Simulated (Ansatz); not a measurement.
Corundum Cr2O3, treated with PBEsol (PAW; Ansatz, a quantum-chemistry and plane-wave program).

Run with plane-wave cutoff 520 eV, 8×8×8 k mesh, Fermi–Dirac smearing 0.01 eV, spin-polarised with opposed moments, scalar-relativistic PAW data made under PBE.

Cell (relaxed at this level):

```xyz
10
Lattice="4.7855 -2.4209 0.0467 4.7855 2.4209 0.0467 3.5217 0.0000 4.0449" Properties=species:S:1:pos:R:3 pbc="T T T"
Cr    11.0461     0.0000     3.4914
Cr     4.4998     0.0000     1.4223
Cr     2.0466     0.0000     0.6469
Cr     8.5929     0.0000     2.7160
O      5.0340    -0.8941     3.0570
O      5.4325     1.6575     1.7962
O      8.0586     0.8941     1.0813
O      7.1934     0.7634     3.8187
O      7.6601    -1.6575     2.3420
O      5.8993    -0.7634     0.3196
```
Starting moments (μB, in the order of the record's atoms Cr Cr Cr Cr O O O O O O): -3.0 -3.0 3.0 3.0 0.0 0.0 0.0 0.0 0.0 0.0.

**Question.** Estimate the band gap, bulk modulus B0, pressure derivative B′ of the bulk modulus, magnetic moment (largest site, within a sphere) and Γ–Γ gap that the calculation returns.

**Answer.** 
band gap: 1.38 eV (indirect)
bulk modulus B0: 217 GPa
pressure derivative B′ of the bulk modulus: 3.2
magnetic moment (largest site, within a sphere): 2.11 μB
Γ–Γ gap: 1.58 eV

Measured, for comparison: band gap 3.3 ± 0.1 eV (temperature not stated, not corrected to a static lattice, middle of the range; as tabulated in Medasani et al. (2019), arXiv:1904.04625); bulk modulus 234 GPa (temperature not stated, not corrected to a static lattice, our sources range from 206 to 245; as tabulated in Toher et al. (2017), arXiv:1611.05714). Computed (rounded) less measured: band gap -1.92 eV, bulk modulus not scored (sources differ).

Note: without U or exact exchange, gaps and moments of open d shells tend to come out too small; the bulk modulus comes from volumes at which shape and atoms were relaxed.

Moments are spin moments.

The computed numbers hold no vibrational or temperature effects.

The result took roughly 60 core-minutes.
